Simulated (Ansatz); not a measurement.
# BH5S (SMILES [BH3-][SH2+]): where methods fail along a bond

BH5S: 7 atoms, total charge 0, spin state singlet. SMILES: `[BH3-][SH2+]`. The shape is that of a PBE0-D4/def2-TZVP optimisation.

```xyz
7

B    -0.5256   -0.4615   -0.5043
S     0.5686    0.9776    0.2909
H    -1.6232    0.0364   -0.4315
H    -0.3444   -1.4476    0.1597
H    -0.0754   -0.4821   -1.6245
H     0.2860    0.9038    1.6049
H     1.7754    0.4055    0.4589
```

The B1–H4 distance is scanned; the parts on either side stay rigid. Basis STO-3G, 6 core orbitals frozen in the correlated methods; program Ansatz 0.2.0. FCI is exact within this basis and core. Energies in eV from each method's value at 1.203 Å; methods without a U are spin-restricted. The shape above is that at 1.203 Å.

```tsv
distance (Å)	HF	wB97X	HSE06	MP2	CCSD(T)	CCSDT	CCSDT(Q)	FCI
1.203	0.00	0.00	0.00	0.00	0.00	0.00	0.00	0.00
1.503	1.32	1.11	1.10	1.12	0.99	0.99	0.99	0.99
1.804	3.39	2.89	2.84	2.91	2.58	2.57	2.57	2.57
2.405	7.31	6.23	5.95	6.00	4.94	4.95	4.95	4.95
3.006	9.90	8.47	7.85	7.38	5.60	5.72	5.74	5.73
```

Departure from the FCI curve at its largest: HF +4.17 eV at 3.01 Å; wB97X +2.74 eV at 3.01 Å; HSE06 +2.12 eV at 3.01 Å; MP2 +1.66 eV at 3.01 Å; CCSD(T) -0.12 eV at 3.01 Å; CCSDT within 0.005 eV; CCSDT(Q) +0.02 eV at 3.01 Å. Functionals converge differently with the basis, so for them the departure isn't an error alone. Restricted Hartree–Fock keeps the electrons paired, so it rises far too high as the bond breaks.
